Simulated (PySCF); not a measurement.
Excitations are Tamm–Dancoff values on a coarser integration grid. The basis has no diffuse functions, so Rydberg states are missing or too high.

Cartesian coordinates (Å):
```xyz
3

C     -0.0263     0.0006     0.0000
N      1.1194    -0.0294     0.0000
H     -1.0927     0.0285     0.0000
```
Charge 0, spin multiplicity 1.

Task: Estimate the total energy, LUMO, dipole moment, S1 excitation (TDA) and HOMO–LUMO gap that PBE-D3(BJ)/def2-TZVP // B3LYP-D3(BJ)/def2-TZVP (PySCF) returns for this input.

Result: 
```json
{
 "total_energy": "-2540.12 eV",
 "LUMO": "-0.86 eV",
 "dipole_moment": "2.93 D",
 "S1 excitation (TDA)": "8.18 eV",
 "HOMO–LUMO gap": "8.18 eV"
}
```
